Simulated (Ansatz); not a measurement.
hcp Zn

Calculation: revPBE (Ansatz, a first-principles code, plane waves, PAW).

Numerical settings: plane-wave cutoff 520 eV, 24×24×12 k mesh (along the axes of the cell as run), Fermi–Dirac smearing 0.05 eV, scalar-relativistic PAW data made under PBE.

Cell (relaxed at this level):

```cif
data_Zn2
_chemical_formula_sum 'Zn2'
_space_group_name_H-M_alt 'P63/mmc'
_space_group_IT_number 194
_space_group_name_Hall '-P 6c 2c'
_cell_length_a 2.66934
_cell_length_b 2.66934
_cell_length_c 5.10700
_cell_angle_alpha 90.000
_cell_angle_beta 90.000
_cell_angle_gamma 120.000
loop_
_atom_site_label
_atom_site_type_symbol
_atom_site_symmetry_multiplicity
_atom_site_Wyckoff_symbol
_atom_site_fract_x
_atom_site_fract_y
_atom_site_fract_z
_atom_site_occupancy
Zn1 Zn 2 c 0.33333 0.66667 0.25000 1
```

```json
{
 "bulk_modulus": "54.5 GPa",
 "band_gap": "zero (no gap)",
 "pressure derivative B′ of the bulk modulus": "7.7"
}
```

Measured, for comparison: bulk modulus 69.7 GPa (zero-point energy and finite temperature contributions removed, our sources range from 64.7 to 69.7; as tabulated in doi:10.1021/acs.jctc.3c00612). Computed (rounded) less measured: bulk modulus -22 % (-16 % to -22 % over the range).

Note: the bulk modulus comes from volumes at which shape and atoms were relaxed.

The computed numbers hold no vibrational or temperature effects.

Computing time: about 2.9 core-minutes (a rough figure).
